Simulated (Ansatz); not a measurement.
Predict the output of the script below (Ansatz 0.2.0 through its Python package).

Script `run_opt.py`:
```python
"""Geometry optimisation of C3H6Cl2O."""

import warnings

import ansatz
import numpy as np

config = {
    "basis": "6-31G*",
    "functional": "pbe0",
}

GEOMETRY = """
C    -1.26320    0.24800   -0.39050
C    -0.02560   -0.30270    0.32700
O     0.11920    0.31800    1.57870
C     1.24840   -0.09630   -0.50840
Cl    2.62320   -0.94330    0.24840
Cl    1.66530    1.63350   -0.67320
H    -1.19220    1.34950   -0.51130
H    -2.17400    0.01760    0.20190
H    -1.37070   -0.22240   -1.39110
H    -0.16880   -1.40010    0.46550
H    -0.56720   -0.07810    2.17700
H     1.10560   -0.52370   -1.52390
"""

warnings.simplefilter("ignore", ansatz.DeckWarning)

c3h6cl2o = ansatz.Crystal.molecule()
for line in GEOMETRY.strip().splitlines():
    symbol, *xyz = line.split()
    c3h6cl2o = c3h6cl2o.atom(symbol, [float(v) for v in xyz])

model = c3h6cl2o.calculation().basis(gaussian=config["basis"]).functional(config["functional"])
symbols = [site.symbol for site in c3h6cl2o.cartesian_sites]
start = np.array([site.position_ang for site in c3h6cl2o.cartesian_sites], dtype=float)
def progress(event):
    if event["event"] == "relax_step":
        row = event["data"]
        print(f"step {row['step']:3d}  E = {row['lagrangian_ev']:.6f} eV  max force {row['allowed_force_max_ev_ang']:.4f} eV/A")


r = model.relax(force_tolerance=0.02, max_steps=100).session().plan().execute(on_event=progress).report
end = np.array(r["positions_ang"])

print(f"E = {r['free_energy_ev']:.6f} eV = {r['free_energy_ev'] / 27.211386246:.7f} Ha")
print("converged:", r["converged"], " doubts:", r["published_state_doubts"] or "none")

print("bond        before    after (A)")
for i, j in [(0, 1), (0, 6), (0, 7), (0, 8), (1, 2), (1, 3), (1, 9), (2, 10), (3, 4), (3, 5), (3, 11)]:
    d0, d1 = (np.linalg.norm(xyz[i] - xyz[j]) for xyz in (start, end))
    print(f"{symbols[i]}{i}-{symbols[j]}{j}".ljust(10), f"{d0:8.4f} {d1:8.4f}")
for i, j, k in [(1, 0, 6), (1, 0, 7), (1, 0, 8), (6, 0, 7), (6, 0, 8), (7, 0, 8), (0, 1, 2), (0, 1, 3)]:
    u, v = end[i] - end[j], end[k] - end[j]
    print(f"angle {symbols[i]}{i}-{symbols[j]}{j}-{symbols[k]}{k}: {np.degrees(np.arccos(np.clip(u @ v / np.linalg.norm(u) / np.linalg.norm(v), -1, 1))):.2f} deg")
```

```console
$ python run_opt.py
step   1  E = -30285.754203 eV  max force 0.9170 eV/A
step   2  E = -30285.828167 eV  max force 0.3519 eV/A
step   3  E = -30285.835332 eV  max force 0.0764 eV/A
step   4  E = -30285.836013 eV  max force 0.0417 eV/A
step   5  E = -30285.836788 eV  max force 0.0351 eV/A
step   6  E = -30285.837999 eV  max force 0.0898 eV/A
step   7  E = -30285.838005 eV  max force 0.0779 eV/A
step   8  E = -30285.838530 eV  max force 0.0157 eV/A
step   9  E = -30285.838432 eV  max force 0.1261 eV/A
step  10  E = -30285.838639 eV  max force 0.0205 eV/A
step  11  E = -30285.838656 eV  max force 0.0197 eV/A
E = -30285.838676 eV = -1112.9840429 Ha
converged: True  doubts: none
bond        before    after (A)
C0-C1        1.5329   1.5229
C0-H6        1.1104   1.0932
C0-H7        1.1107   1.0962
C0-H8        1.1109   1.0957
C1-O2        1.4046   1.4030
C1-C3        1.5374   1.5255
C1-H9        1.1153   1.1037
O2-H10       0.9930   0.9659
C3-Cl4       1.7833   1.7819
C3-Cl5       1.7869   1.7814
C3-H11       1.1110   1.0904
angle C1-C0-H6: 110.46 deg
angle C1-C0-H7: 109.64 deg
angle C1-C0-H8: 111.67 deg
angle H6-C0-H7: 108.44 deg
angle H6-C0-H8: 109.05 deg
angle H7-C0-H8: 107.48 deg
angle C0-C1-O2: 112.36 deg
angle C0-C1-C3: 111.75 deg
```

Total energies depend on the basis set; only differences at equal settings carry meaning. The end point is the stationary point reached from this start; no frequency run checks that it is a minimum, and the basis set is modest. The whole script took 89 s on 1 thread of Arm Neoverse V1, with other jobs on the host, peak memory 0.35 GiB.

(Lines on the test bed's own set-up are left out of the output.)
